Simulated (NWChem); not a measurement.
System: BeH, doublet; SMILES [BeH]

```xyz
2

Be     0.0000     0.0000     0.2813
H      0.0000     0.0000    -1.0686
```
Atoms are numbered in this order, from 1.

Coordinates come from a B3LYP/6-31G* (spherical d), spin-unrestricted optimisation. This spin state was assumed; another may lie lower. No stability test was run on the SCF state.

List the 4 lowest vertical excitations from LRC-wPBEh/aug-cc-pVDZ, spin-unrestricted, TDA (NWChem).


```json
[
 {"state": "state 1", "energy (eV)": "2.55", "oscillator strength": "0.052", "<S²>": "0.75"},
 {"state": "state 2", "energy (eV)": "2.55", "oscillator strength": "0.052", "<S²>": "0.75"},
 {"state": "state 3", "energy (eV)": "5.18", "oscillator strength": "0.049", "<S²>": "0.76"},
 {"state": "state 4", "energy (eV)": "5.67", "oscillator strength": "0.003", "<S²>": "0.77"}
]
```
